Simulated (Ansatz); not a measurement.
**FH₂OSi radical (SMILES [O][SiH2]F): single points off equilibrium**

An exercise on one series of results from a longer session: the logs are not shown, and one member is left open.

Method: single points in def2-TZVPP; program: Ansatz 0.2.0, Gaussian basis.

Correlated methods freeze the cores. Orbitals are unrestricted. B3LYP uses VWN-RPA correlation.

**The starting structure**

SMILES `[O][SiH2]F`, 5 atoms, charge 0, spin multiplicity 2.

Atoms are counted from 1 here; the program's logs count them from 0.

Bond lengths: O1–Si2 1.531 Å, Si2–F3 1.630 Å, Si2–H4 1.468 Å, Si2–H5 1.479 Å. Angles: O1–Si2–F3 120.3°, O1–Si2–H4 117.3°, O1–Si2–H5 118.0°, F3–Si2–H4 99.3°, F3–Si2–H5 102.1°, H4–Si2–H5 95.5°.

Coordinates:

```xyz
5
FH2OSi
O    -1.2884    0.6120    0.8302
Si   -0.0889    0.0528    0.0613
F     1.2351   -0.4591    0.8632
H    -0.3208   -1.1213   -0.7884
H     0.5003    0.8884   -1.0075
```

The first run:

Contents of run/in.yaml:

```yaml
crystal:
  periodic: [false, false, false]
  atoms:
    - {symbol: O, position_ang: [-1.288400, 0.612000, 0.830200]}
    - {symbol: Si, position_ang: [-0.088900, 0.052800, 0.061300]}
    - {symbol: F, position_ang: [1.235100, -0.459100, 0.863200]}
    - {symbol: H, position_ang: [-0.320800, -1.121300, -0.788400]}
    - {symbol: H, position_ang: [0.500300, 0.888400, -1.007500]}
basis:
  gaussian: {orbitals: def2-TZVPP}
magnetization: {spin_polarized: true, initial_magnetization: 1}
correlation: {method: ccsd_t}
scf: {omitted_lower_state_checks: [cluster_reference]}
output: {forces: true}
```

The command line of these runs was not kept.

Among the steps run: CCSD(T)/def2-TZVPP; PBE0-D4/def2-TZVPP; wB97M-V/def2-TZVPP; r2SCAN-D4/def2-TZVPP; PBE-D4/def2-TZVPP; B3LYP-D4/def2-TZVPP; BHLYP-D4/def2-TZVPP.

One of the session's tables, all rows but one given; the rest of the session is left out.

| method | RMS force component (eV/Å) | angle to CCSD(T) forces (°) | dipole (D) |
| --- | --- | --- | --- |
| CCSD(T) | 2.042 | reference | 1.24 |
| PBE0-D4 | 1.617 | 7.2 | 1.53 |
| wB97M-V | ? | ? | ? |
| r2SCAN-D4 | 1.454 | 11.0 | 1.68 |
| PBE-D4 | 1.298 | 16.8 | 1.93 |
| B3LYP-D4 | 1.547 | 6.1 | 1.63 |
| BHLYP-D4 | 2.054 | 5.6 | 1.27 |

Q: Estimate the row for wB97M-V from the others.

**Answer.** RMS force component (eV/Å): 1.758; angle to CCSD(T) forces (°): 2.0; dipole (D): 1.38. In the column «RMS force component (eV/Å)» it lies between PBE0-D4 (1.617) and CCSD(T) (2.042).
